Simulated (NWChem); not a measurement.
BCl3; SMILES ClB(Cl)Cl

```xyz
4

B      0.0000     0.0000     0.0000
Cl     1.4837     0.9321     0.0000
Cl     0.0654    -1.7509     0.0000
Cl    -1.5491     0.8188     0.0000
```
Atoms are numbered in this order, from 1.

All runs: NWChem. Coordinates come from a B3LYP/6-31G* (spherical d) optimisation.

For level Hartree-Fock/def2-SVPD:

```
Item              Value
----------------  -----
orbital gap (eV)  13.97
```

Problem. Estimate the same quantities for level Hartree-Fock/def2-TZVP.

Solution. 
| Quantity | Result |
|---|---|
| orbital gap (eV) | 14.58 |
